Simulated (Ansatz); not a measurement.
**Worked example: HOS, quartet against HOS, doublet**

Geometry (PBE0/def2-TZVP stationary point of a doublet), kept for both states (HOS, doublet: A''; HOS, quartet: A''):

```xyz
3

O     0.0000   -0.1031    1.0504
S     0.0000    0.0268   -0.5692
H     0.0000    0.7833    1.4331
```

Basis cc-pVDZ; Ansatz 0.2.0. Only valence electrons are correlated (noble-gas cores frozen). R marks a restricted (for open shells ROHF) determinant, U an unrestricted one.

Full CI isn't at hand for all of this; RCCSDTQ serves as the reference, and is uncertain by about the last step of the cluster series. The frozen core follows each run's orbitals, which can shift R against U totals by a few meV.

```tsv
level	E(HOS, doublet) (hartree)	E(HOS, quartet) (hartree)
UHF	-472.929097	-472.796180
UMP2	-473.227560	-473.087657
UCCSD(T)	-473.256136	-473.115676
PBE	-473.709315	-473.574930
wB97M-V	-473.912729	-473.765366
RCCSDTQ	-473.257585	-473.117238
```

Problem. Give the vertical gap, HOS quartet less HOS doublet, at each level in eV (1 hartree = 27.2114 eV), and each error against RCCSDTQ.

Solution. RCCSDTQ: (-473.117238 − (-473.257585)) × 27.2114 = 3.819 eV (the reference)
wB97M-V: (-473.765366 − (-473.912729)) × 27.2114 = 4.010 eV, error 0.191 eV
PBE: (-473.574930 − (-473.709315)) × 27.2114 = 3.657 eV, error -0.162 eV
UCCSD(T): (-473.115676 − (-473.256136)) × 27.2114 = 3.822 eV, error 0.003 eV
UMP2: (-473.087657 − (-473.227560)) × 27.2114 = 3.807 eV, error -0.012 eV
UHF: (-472.796180 − (-472.929097)) × 27.2114 = 3.617 eV, error -0.202 eV

Total energies of functionals can't be set beside those of wave-function methods, since they hold the core's correlation and their own absolute errors; only the differences compare.

In so small a basis the reference is far from its limit while semilocal and hybrid functionals are nearer theirs, so the functionals' errors here hold much of the reference's basis and frozen-core error, which can add to them or hide them.

Each level lands on the state that its own search finds. T1 diagnostics of restricted CCSD: 0.024 and 0.034.
